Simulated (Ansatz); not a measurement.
# Be₂H₂+ (doublet): wave-function methods side by side, def2-TZVPP

An exercise on one series of results from a longer session: the logs are not shown, and one member is left open.

The runs use Ansatz 0.2.0, Gaussian basis; def2-TZVPP, core rule «outside noble gas», up to 2 orbitals frozen.

Plan: UHF; ROHF; CCSD(T) on UHF.

2 further runs of the same task are left out: 2 set aside as unsound or not needed.

## What is computed

The geometry is a PBE0/def2-TZVP stationary point (not a proven minimum) of the parent state, kept for this charge and spin.

4 atoms, charge 1, spin multiplicity 2.

Atoms are counted from 1 here; the program's logs count them from 0.

Bond lengths: Be1–H3 1.348 Å, Be2–H4 1.348 Å.

Set-up of the first run:

Contents of in.yaml:

```yaml
crystal:
  periodic: [false, false, false]
  atoms:
    - {symbol: Be, position_ang: [0.000000, 0.000000, 1.052730]}
    - {symbol: Be, position_ang: [0.000000, 0.000000, -1.052730]}
    - {symbol: H, position_ang: [0.000000, 0.000000, 2.400248]}
    - {symbol: H, position_ang: [0.000000, 0.000000, -2.400248]}
basis:
  gaussian: {orbitals: def2-TZVPP}
total_charge: 1
magnetization: {spin_polarized: true, initial_magnetization: 1}
hamiltonian: {xc: hf}
output: {orbitals: {seedname: orbitals}}
```

Run with:

```sh
$ ansatz run in.yaml --threads 1 --pin off --events-out ev --progress --plain --max-ram 4096MiB --backend cpu
```

Steps of the session up to this table: UHF; ROHF; CCSD(T) on UHF.

One of the session's tables, all rows but one given; the rest of the session is left out.

| method | from UCCSD(T) (kcal/mol) |
| --- | --- |
| ROHF | +52.96 |
| UHF | ? |
| UMP2 | +13.75 |
| UCCSD | +0.54 |
| UCCSD(T) | 0 |

**Question.** Estimate the row for UHF.

The run gave: from UCCSD(T) (kcal/mol): +52.08. In the column «from UCCSD(T) (kcal/mol)» it lies between UMP2 (+13.75) and ROHF (+52.96).
